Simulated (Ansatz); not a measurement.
`CCC(CC)C(C)C`, charge 0, multiplicity 1.

Task: Give a relaxed structure at PBE0-D4/def2-TZVP (Ansatz 0.2.0). (Best estimate.)

Result: Computed: 
Z-matrix (Å, degrees):
```
C
C 1 1.521
H 1 1.094 2 110.7
H 1 1.093 2 111.4 3 -119.7
H 1 1.092 2 111.9 3 119.6
C 2 1.539 1 114.1 3 -60.6
H 2 1.095 1 108.2 3 61.1
H 2 1.096 1 109.7 3 175.8
C 6 1.528 2 112.2 1 -99.8
C 6 1.540 2 111.2 1 132.9
H 6 1.100 2 107.3 1 17.5
C 9 1.520 6 114.5 2 61.0
H 9 1.094 6 109.3 2 -177.0
H 9 1.096 6 109.1 2 -61.4
C 10 1.522 6 112.7 2 -167.1
C 10 1.523 6 113.2 2 66.5
H 10 1.098 6 105.5 2 -50.6
H 12 1.092 9 111.9 6 -63.6
H 12 1.094 9 111.2 6 56.8
H 12 1.093 9 110.9 6 176.6
H 15 1.093 10 110.7 6 171.8
H 15 1.094 10 111.4 6 51.8
H 15 1.093 10 111.8 6 -68.9
H 16 1.093 10 111.3 6 68.6
H 16 1.093 10 111.9 6 -52.2
H 16 1.093 10 110.6 6 -172.2
```
This is one stationary point; other conformers may exist.
